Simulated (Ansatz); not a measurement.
Relaxation of BCl$_{2}$H$_{2}$ (5 atoms, charge 0, multiplicity 2), to a largest force component of 0.03 eV/Å in at most 50 steps.

Level of theory: UKS PBE-D4/def2-SVP in Ansatz 0.2.0.

```xyz
5
Properties=species:S:1:pos:R:3:forces:R:3
B 0.000 0.000 -0.083 0.00 0.00 1.28
Cl 0.000 0.000 1.735 0.00 0.00 -1.20
H 1.079 0.000 -0.627 0.02 0.00 -0.01
H -1.079 0.000 -0.627 -0.02 0.00 -0.01
Cl 0.000 0.000 4.972 0.00 0.00 -0.08
```

**Question.** Where does it end, and by what steps?

**Answer.** It converged. After 14 steps the energy has fallen by 0.389 eV; Cl5 moved furthest, 1.42 Å.

| step | energy less start (eV) | largest force component (eV/Å) | accepted |
| --- | --- | --- | --- |
| 0 | 0.0000 | 1.283 | yes |
| 1 | -0.0316 | 0.794 | yes |
| 2 | -0.0470 | 0.189 | yes |
| 3 | -0.0612 | 0.160 | yes |
| 4 | -0.0771 | 0.119 | yes |
| 5 | -0.1126 | 0.227 | yes |
| 6 | -0.1514 | 0.355 | yes |
| 7 | -0.2086 | 0.307 | yes |
| 8 | -0.2732 | 0.207 | yes |
| 9 | -0.3168 | 0.152 | yes |
| 10 | -0.3576 | 0.093 | yes |
| 11 | -0.3829 | 0.078 | yes |
| 12 | -0.3864 | 0.152 | yes |
| 13 | -0.3885 | 0.125 | yes |
| 14 | -0.3889 | 0.016 | yes |

```xyz
5
Properties=species:S:1:pos:R:3
B 0.076 0.000 0.277
Cl 1.107 0.000 1.694
H 0.643 0.000 -0.792
H -1.119 0.000 0.446
Cl -0.708 0.000 3.745
```

Whether the end is a true minimum wasn't checked by a vibrational analysis.

Time of the run: 73 s on 1 thread of Arm Neoverse V1, with other jobs on the host, peak memory 0.14 GiB.
